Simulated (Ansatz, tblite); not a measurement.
# The cluster Ga₂N₂: charged states by level of theory

One table from this session's results is given with a row withheld; the runs are named, their logs left out.

The runs use Ansatz 0.2.0, Gaussian basis; as each input shows.

Plan: charge +1 doublet, at the geometry of the singlet (PBE0-D4/def2-TZVP, PBE-D4/def2-TZVP, r2SCAN-D4/def2-TZVP, CAM-B3LYP-D4/def2-TZVP, r2SCAN0-D4/def2-TZVP, BHLYP-D4/def2-TZVP, B3LYP-D4/def2-TZVP, LC-ωPBE/def2-TZVP); charge -1 doublet, at the geometry of the singlet (PBE0-D4/def2-TZVPD, PBE-D4/def2-TZVPD, r2SCAN-D4/def2-TZVPD); the starting singlet's energies come from earlier runs.

## The structure

The singlet was relaxed beforehand with PBE-D4/def2-SVP. At that level it is the lowest of the isomers that a small search found.

4 atoms, charge 0, spin multiplicity 1.

Atoms are counted from 1 here; the program's logs count them from 0.

Bond lengths: Ga1–N3 2.182 Å, N3–N4 1.174 Å. Angles: Ga1–N3–N4 159.0°.

Set-up of the first run:

File in.yaml:

```yaml
crystal:
  periodic: [false, false, false]
  atoms:
    - {symbol: Ga, position_ang: [0.597386, 1.598866, 0.989453]}
    - {symbol: Ga, position_ang: [-0.526692, 0.345055, -1.570303]}
    - {symbol: N, position_ang: [0.143957, -0.496730, 0.585033]}
    - {symbol: N, position_ang: [-0.214661, -1.447191, -0.004172]}
basis:
  gaussian: {orbitals: def2-SVP}
total_charge: 1
magnetization: {spin_polarized: true, initial_magnetization: 1}
hamiltonian: {xc: pbe0, dispersion: d4}
output: {orbitals: {seedname: orbitals}}
```

The run is started by

```sh
ansatz run in.yaml --threads 2 --pin off --events-out ev --progress --plain --max-ram 4352MiB
```

Among the steps run: Charge +1 doublet at the fixed geometry, first pass, PBE0-D4/def2-SVP; Charge +1 doublet at the fixed geometry, PBE0-D4/def2-TZVP; Charge +1 doublet at the fixed geometry, PBE-D4/def2-TZVP; Charge +1 doublet at the fixed geometry, r2SCAN-D4/def2-TZVP; Charge +1 doublet at the fixed geometry, CAM-B3LYP-D4/def2-TZVP; Charge +1 doublet at the fixed geometry, r2SCAN0-D4/def2-TZVP; Charge +1 doublet at the fixed geometry, BHLYP-D4/def2-TZVP; Charge +1 doublet at the fixed geometry, B3LYP-D4/def2-TZVP; Charge +1 doublet at the fixed geometry, LC-ωPBE/def2-TZVP.

One table of the session follows, with a row left open; its other results are not shown here.

Beside −ε(HOMO) of the starting state:

```
                 level  −ε(HOMO) (eV)  by difference (eV)  mismatch (eV)
      PBE-D4/def2-TZVP           3.87                6.47          -2.60
   r2SCAN-D4/def2-TZVP           4.06                6.49          -2.42
    B3LYP-D4/def2-TZVP           4.43                6.43          -2.00
     PBE0-D4/def2-TZVP           4.60                6.37          -1.78
  r2SCAN0-D4/def2-TZVP           4.73                6.39          -1.65
    BHLYP-D4/def2-TZVP              ?                   ?              ?
CAM-B3LYP-D4/def2-TZVP           5.55                6.32          -0.77
     LC-ωPBE/def2-TZVP           6.59                6.25          +0.34
```

Estimate the missing values for BHLYP-D4/def2-TZVP.

**Answer.** −ε(HOMO) (eV): 5.15; by difference (eV): 6.16; mismatch (eV): -1.00. In the column «−ε(HOMO) (eV)» it lies between r2SCAN0-D4/def2-TZVP (4.73) and CAM-B3LYP-D4/def2-TZVP (5.55).
